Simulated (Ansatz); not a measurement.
Consider the formal hydrolysis of a C–F bond: `FCCCF` + H₂O → `OCCCF` + H–F.

Isolated molecules relaxed with PBE0-D4/def2-TZVP in Ansatz; ΔE leaves out vibrations. CBS: MP2 limit from def2 TZ/QZ plus the TZ coupled-cluster correction, frozen cores. This one scheme is used for every species. Functionals use def2-TZVPP. One conformer a species, not always the lowest.

`FCCCF`:

Cartesian coordinates in Å:
```
F -0.273 1.981 0.182
C -0.942 0.832 -0.209
C -0.293 -0.377 0.417
C 1.125 -0.597 -0.051
F 1.135 -0.871 -1.410
H -1.983 0.930 0.110
H -0.904 0.781 -1.301
H -0.290 -0.265 1.506
H -0.894 -1.261 0.181
H 1.738 0.294 0.113
H 1.582 -1.447 0.462
```

H₂O:

Cartesian coordinates in Å:
```
O -0.195 0.261 -0.213
H -0.184 -0.692 -0.324
H 0.378 0.431 0.537
```

`OCCCF`:

Cartesian coordinates in Å:
```
O 2.123 0.298 -0.409
C 0.733 0.250 -0.656
C 0.048 -0.153 0.630
C -1.451 -0.198 0.510
F -1.837 -1.165 -0.408
H 2.576 0.466 -1.238
H 0.493 -0.474 -1.443
H 0.356 1.232 -0.980
H 0.310 0.565 1.415
H 0.422 -1.130 0.950
H -1.856 0.758 0.161
H -1.916 -0.450 1.467
```

H–F:

```xyz
2

F    -0.289   -0.205    0.293
H     0.289    0.205   -0.293
```

```json
{"species": "`FCCCF`", "PBE energy (Eh)": "-317.38862"}
{"species": "H₂O", "PBE energy (Eh)": "-76.38007"}
{"species": "`OCCCF`", "PBE energy (Eh)": "-293.37071"}
{"species": "H–F", "PBE energy (Eh)": "-100.39340"}
```

Work out ΔE.

ΔE = (-293.37071) + (-100.39340) − (-317.38862) − (-76.38007) = 0.00458 Eh = +12.0 kJ/mol. CCSD(T)/CBS gives +7.3 kJ/mol.

Largest T1 diagnostic among the species: 0.010.

In def2-TZVPP, CCSD(T) changes the Hartree–Fock value by −8.9 kJ/mol (the triples alone add −0.8 kJ/mol) and MP2 by −12.5 kJ/mol.
